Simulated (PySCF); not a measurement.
Computed with PBE0-D3(BJ)/def2-TZVP in PySCF 2.14.0. All species are isolated molecules in the gas phase. One relaxed conformer stands for a flexible species; it need not be the lowest. 

Reference species (SMILES): `[CH2]` (lower triplet) (neutral, multiplicity 3).

```
Property                          Value
-----------------------------  --------
highest occupied spin orbital  -7.17 eV
```

Changed species: `O=C[CH]` (triplet; the order of the spin states depends on the level; H–C–C–O torsion 0°) (X = formyl, multiplicity 3; the reference has X = H, multiplicity 3).

Task: Predict the effect on the highest occupied spin orbital.

Result: the highest occupied spin orbital falls by 0.76 eV, to -7.93 eV.
